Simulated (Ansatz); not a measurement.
# H₂O+ (doublet): the correlation ladder at scale of all distances = 1.000, cc-pVDZ

Aim: climb from Hartree-Fock through coupled cluster and multireference methods for H₂O+ (doublet) at one geometry and basis, and see what each rung misses.

Computed with Ansatz 0.2.0, Gaussian basis. Level: cc-pVDZ, core rule «outside noble gas», up to 1 orbitals frozen.

Plan: UHF; CCSD(T) on ROHF; CCSD(T) on UHF; BCCD(T) on ROHF; CISD; CCSDT(Q) on ROHF; CCSDT(Q) on UHF; CASSCF and MRCISD+Q, 3 electrons in 3 orbitals; CASSCF and NEVPT2, 3 electrons in 3 orbitals; CASSCF and MRCISD+Q, 7 electrons in 6 orbitals; CASSCF and NEVPT2, 7 electrons in 6 orbitals; Full CI.

14 further runs of the same task are left out: 1 for a mislabelled method, 1 for a known fault of the program, 11 that didn't finish, 1 set aside as unsound or not needed.

### 1 What is computed

The geometry derives from a PBE0/def2-TZVP stationary point (not a proven minimum). All distances are scaled together.

3 atoms, charge 1, spin multiplicity 2.

Atoms are counted from 1 here; the program's logs count them from 0.

Bond lengths: O1–H2 1.004 Å, O1–H3 1.004 Å. Angles: H2–O1–H3 109.8°.

Geometry (Å):

```tsv
atom	x (Å)	y (Å)	z (Å)
O1	0.0000	-0.0646	0.0000
H2	0.0000	0.5128	-0.8211
H3	0.0000	0.5128	0.8211
```

### 2 UHF

Input file in.yaml:

```yaml
crystal:
  periodic: [false, false, false]
  atoms:
    - {symbol: O, position_ang: [0.000000, -0.064607, 0.000000]}
    - {symbol: H, position_ang: [0.000000, 0.512764, -0.821140]}
    - {symbol: H, position_ang: [0.000000, 0.512764, 0.821140]}
basis:
  gaussian: {orbitals: cc-pVDZ}
total_charge: 1
magnetization: {spin_polarized: true, initial_magnetization: 1}
hamiltonian: {xc: hf}
output: {orbitals: {seedname: orbitals}}
```

On the command line:

```
$ ansatz run in.yaml --threads 1 --pin off --events-out ev --progress --plain --max-ram 2393MiB
```

Further steps of the session: CCSD(T) on ROHF; CCSD(T) on UHF; BCCD(T) on ROHF; CISD; CCSDT(Q) on ROHF; CCSDT(Q) on UHF; CASSCF and MRCISD+Q, 3 electrons in 3 orbitals; CASSCF and NEVPT2, 3 electrons in 3 orbitals; CASSCF and MRCISD+Q, 7 electrons in 6 orbitals; CASSCF and NEVPT2, 7 electrons in 6 orbitals; Full CI.

**Question.** What will the summary of the whole plan be? Wanted: FCI below the RHF energy; RMP2 from FCI; UMP2 from FCI; RCCSD from FCI; RCCSD(T) from FCI; UCCSD(T) from FCI; RCCSDT(Q) from FCI; UCCSDT(Q) from FCI; NEVPT2 pair from FCI.

As calculated:

| quantity | value |
| --- | --- |
| FCI below the RHF energy | -4.8291 eV |
| RMP2 from FCI | +12.30 kcal/mol |
| UMP2 from FCI | +12.29 kcal/mol |
| RCCSD from FCI | +1.71 kcal/mol |
| RCCSD(T) from FCI | +0.30 kcal/mol |
| UCCSD(T) from FCI | +0.28 kcal/mol |
| RCCSDT(Q) from FCI | +0.01 kcal/mol |
| UCCSDT(Q) from FCI | -0.01 kcal/mol |
| NEVPT2 pair from FCI | +10.59 kcal/mol |
| MRCISD+Q pair from FCI | +0.01 kcal/mol |
| NEVPT2 valence from FCI | +12.05 kcal/mol |
| levels within 1 kcal/mol (43 meV) | RCCSD(T), UCCSD(T), BCCD(T), RCCSDT, UCCSDT, RCCSDT(Q), UCCSDT(Q), MRCISD+Q pair, MRCISD+Q valence |
| T1 diagnostic | 0.013 |
| effectively unpaired electrons | 1.02 |

What this shows: RCCSD(T) misses by +0.30 kcal/mol, 0.3 % of the correlation energy. One determinant dominates. Of the multireference levels listed MRCISD+Q pair comes nearest in total energy (+0.01 kcal/mol), which doesn't show that its space is the better one. These misses are within one basis, not against nature; the frozen cores of restricted and unrestricted runs differ, which can shift their rows.
